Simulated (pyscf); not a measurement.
# Routes from HO–Si(Cl)(Cl)–Cl + H₂

Candidate steps break at most two bonds and form at most two. Each was searched with GFN2-xTB (tblite) first. PySCF, gas phase, ωB97X-D3(BJ)/def2-SVP geometries. Energies: ωB97M-D3(BJ)/def2-TZVP, eV, from the separated reactants, singlet surface; ΔG‡ with ideal gas, 1 atm, RRHO with modes under 100 cm⁻¹ raised to 100, one conformer, R ln 2 for chiral ones without a mode under 150 cm⁻¹.

```
products                             type   ΔE‡     ΔE  ΔG‡ 298 K  ΔG‡ 900 K  ν‡ (cm⁻¹)
-------------------  --------------------  ----  -----  ---------  ---------  ---------
HO–SiH(Cl)–Cl + HCl  four-centre exchange  2.34  +0.74       2.80       3.67       863i
Cl–SiH(Cl)–Cl + H₂O  four-centre exchange  2.39  +0.92       2.84       3.69      1431i
```

Row 2: On the product side the descent ends in a complex (not fully relaxed), 0.18 eV under the separated species and 1.66 eV under the saddle at ωB97X-D3(BJ)/def2-TZVP. 

Plain bond fissions and candidates not yet searched are not listed, and one of them may be faster. Each barrier is that of the saddle found; lower ones may exist.
